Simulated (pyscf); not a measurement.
Thermochemistry of product channels of HO–Si(O–SiH₃)(O–SiH₃)–O–SiH₃ + hydrogen fluoride (HF) on the singlet surface, in kcal/mol, from ωB97M-D3(BJ)/def2-TZVP energies (ideal gas, 1 atm, RRHO with modes under 100 cm⁻¹ raised to 100, one conformer, R ln 2 for rigid chiral ones). Structures and frequencies: ωB97X-D3(BJ)/def2-SVP in PySCF.

```csv
products,ΔE,ΔH(298 K),ΔG(298 K),ΔG(1200 K)
HO–Si(F)(O–SiH₃)–O–SiH₃ + silanol (HO–SiH₃),___,-6.5,-8.7,___
F–Si(O–SiH₃)(O–SiH₃)–O–SiH₃ + water (H₂O),-10.3,-9.8,-10.2,-10.3
```

Some entries are withheld; supply them.


- HO–Si(F)(O–SiH₃)–O–SiH₃ + silanol (HO–SiH₃), ΔE: -6.6
- HO–Si(F)(O–SiH₃)–O–SiH₃ + silanol (HO–SiH₃), ΔG(1200 K): -13.9

These are energies of the channels, which say nothing of barriers.
